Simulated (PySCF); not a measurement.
C₅H₇ (charge +1).
Numbering: `[CH:1]1=[CH:2][CH2:3][CH2:4][CH+:5]1` (hydrogens: H6 on C1; H7 on C2; H8, H9 on C3; H10, H11 on C4; H12 on C5)

The same species was optimised twice, with GFN2-xTB and with PBE0-D3(BJ)/def2-SVP (PySCF), and the same property calculations (PySCF, gas phase) were run on both structures.

| coordinate | GFN2-xTB | PBE0-D3(BJ)/def2-SVP | change |
| --- | --- | --- | --- |
| C2–H7 (Å) | 1.079 | 1.096 | +0.017 |
| C5–H12 (Å) | 1.079 | 1.096 | +0.017 |
| C1–H6 (Å) | 1.076 | 1.091 | +0.015 |
| C3–H8 (Å) | 1.097 | 1.109 | +0.012 |
| C4–H11 (Å) | 1.097 | 1.109 | +0.012 |
| C4–H10 (Å) | 1.097 | 1.108 | +0.011 |
| C3–H9 (Å) | 1.097 | 1.108 | +0.011 |
| C2–C3 (Å) | 1.456 | 1.465 | +0.009 |
| C4–C5 (Å) | 1.456 | 1.465 | +0.009 |
| C1–C5 (Å) | 1.383 | 1.390 | +0.007 |
| C1=C2 (Å) | 1.383 | 1.390 | +0.007 |
| C3–C4 (Å) | 1.523 | 1.521 | -0.002 |
| C2–C1–C5 (°) | 108.9 | 107.5 | -1.4 |
| C4–C3–H9 (°) | 113.5 | 114.7 | +1.2 |
| C2–C3–H8 (°) | 111.0 | 109.9 | -1.1 |
| C3–C4–H10 (°) | 113.5 | 114.5 | +1.0 |
| C5–C4–H11 (°) | 111.1 | 110.2 | -0.9 |
| C1–C5–C4 (°) | 111.1 | 112.0 | +0.9 |
| C1–C2–C3 (°) | 111.1 | 112.0 | +0.9 |
| C3–C4–H11 (°) | 113.4 | 114.2 | +0.8 |

Rotational constants: A = 8109, B = 7842, C = 4184 MHz (GFN2-xTB) against A = 8095, B = 7694, C = 4142 MHz (PBE0-D3(BJ)/def2-SVP). Point groups within 0.08 Å: C2v and C2v. Atoms that the bonding makes alike are paired by their places after alignment.

On the GFN2-xTB structure: lowest singlet, TDDFT (eV) 5.29 [CAM-B3LYP/def2-SVPD]; lowest triplet, Tamm–Dancoff (eV) 3.07 [CAM-B3LYP/def2-SVPD]; isotropic polarisability (au) 50.2 [CAM-B3LYP/def2-SVPD]; HOMO (eV) -15.85 [CAM-B3LYP/def2-SVPD]; LUMO (eV) -7.68 [CAM-B3LYP/def2-SVPD]; HOMO (eV) -14.62 [PBE0/pcSseg-1]; LUMO (eV) -8.87 [PBE0/pcSseg-1]; GIAO shielding of C1 (ppm) 31.1 [PBE0/pcSseg-1]; GIAO shielding of C2/C5 (mean) (ppm) -61.4 [PBE0/pcSseg-1]; GIAO shielding of C3/C4 (mean) (ppm) 130.4 [PBE0/pcSseg-1].

Q: What do these properties become on the PBE0-D3(BJ)/def2-SVP structure?

A: 
| property | level | on GFN2-xTB | on PBE0-D3(BJ)/def2-SVP | change |
| --- | --- | --- | --- | --- |
| lowest singlet, TDDFT (eV) | CAM-B3LYP/def2-SVPD | 5.29 | 5.27 | -0.02 |
| lowest triplet, Tamm–Dancoff (eV) | CAM-B3LYP/def2-SVPD | 3.07 | 3.06 | -0.01 |
| isotropic polarisability (au) | CAM-B3LYP/def2-SVPD | 50.2 | 51.2 | +1.0 |
| HOMO (eV) | CAM-B3LYP/def2-SVPD | -15.85 | -15.79 | +0.06 |
| LUMO (eV) | CAM-B3LYP/def2-SVPD | -7.68 | -7.65 | +0.03 |
| energy, GFN2-xTB geometry as zero (kcal/mol) | CAM-B3LYP/def2-SVPD | 0.0 | -0.6 | -0.6 |
| HOMO (eV) | PBE0/pcSseg-1 | -14.62 | -14.57 | +0.05 |
| LUMO (eV) | PBE0/pcSseg-1 | -8.87 | -8.83 | +0.04 |
| energy, GFN2-xTB geometry as zero (kcal/mol) | PBE0/pcSseg-1 | 0.0 | -0.3 | -0.3 |
| GIAO shielding of C1 (ppm) | PBE0/pcSseg-1 | 31.1 | 29.6 | -1.5 |
| GIAO shielding of C2/C5 (mean) (ppm) | PBE0/pcSseg-1 | -61.4 | -63.8 | -2.4 |
| GIAO shielding of C3/C4 (mean) (ppm) | PBE0/pcSseg-1 | 130.4 | 129.8 | -0.6 |

The heavy atoms differ by 0.010 Å rms after alignment. Among all bonds C2–H7 and C5–H12 change most and about equally (+0.017 Å). Changes are differences of the printed values. Neither structure is proved a minimum here. Geometry: PBE0-D3(BJ)/def2-SVP; no solvent, vibrations or thermal averaging.
